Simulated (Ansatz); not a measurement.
Ansatz (a first-principles code) input (PBE/def2-TZVPP):

Ansatz 0.2 input:
```yaml
crystal:
  periodic: [false, false, false]
  atoms:
    - {symbol: C, position_ang: [-0.00000000, -0.00000000, -0.16250200]}
    - {symbol: H, position_ang: [0.00000000, 0.00000000, 0.97501202]}
basis:
  gaussian:
    orbitals: def2-TZVPP
hamiltonian:
  xc: {name: PBE}
total_charge: 1
magnetization: {spin_polarized: false}
```

Output:

```
Functional definition: PBE
integrals: 0.00 GiB planned
239 factors; their error is unknown
mean field: 0.06 GiB planned
mean field evaluation 1: about -1033.9128 eV, gradient 1.8e1 eV
mean field evaluation 2: about -1034.3569 eV, gradient 1.2e1 eV
mean field evaluation 4: about -1034.7499 eV, gradient 9.6e-2 eV
mean field evaluation 8: about -1034.7345 eV, gradient 3.9e-4 eV
mean field -1034.73445307 eV, -38.0257897823 hartree, gradient 2.1e-6 eV, S^2 0.000000; 0 other end points of the search recorded, 0 dependent functions left out
reference -1034.73447661 eV, -38.0257906472 hartree; 3, 3 occupied and 42, 42 virtual orbitals, 239 factors
Total energy: -1034.73447661 eV, -38.0257906472 hartree
```
